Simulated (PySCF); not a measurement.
Basis-set dependence of NaLi at MP2

PySCF, RHF reference; singlet, unpaired electrons none; De to Na + Li without counterpoise correction. Frozen cores follow the default of each basis and core potential.

```
        basis     relativity  functions  Re (Å)  ωe (cm⁻¹)  De (eV)  frozen orbitals
  aug-pcseg-1  no relativity         27   3.000        242     0.46                1
   6-31G(d,p)  no relativity         32   2.967        255     0.54                1
      pcseg-2  no relativity         34   2.912        261     0.56                1
jorge-DZP-DKH  spin-free X2C         39   2.950        250     0.59                1
```

Task: How does each smaller set differ from the one with most functions, jorge-DZP-DKH?

Result: aug-pcseg-1: +5.0 pm, -3.2 % in ωe, -0.13 eV in De; 6-31G(d,p): +1.7 pm, +2.0 % in ωe, -0.05 eV in De; pcseg-2: -3.8 pm, +4.4 % in ωe, -0.03 eV in De. All at MP2; the set with most functions is neither the basis-set limit nor always the best. The rows treat relativity differently, so the differences are not basis effects alone.

Correlated steps freeze 1 core orbital. Correlated levels converge slowly with the basis: in double zeta they bind strong bonds too weakly, by up to about 1 eV, and carry superposition errors of some tenths. Where the molecule has an RHF reference, its open-shell atoms are computed with UHF.
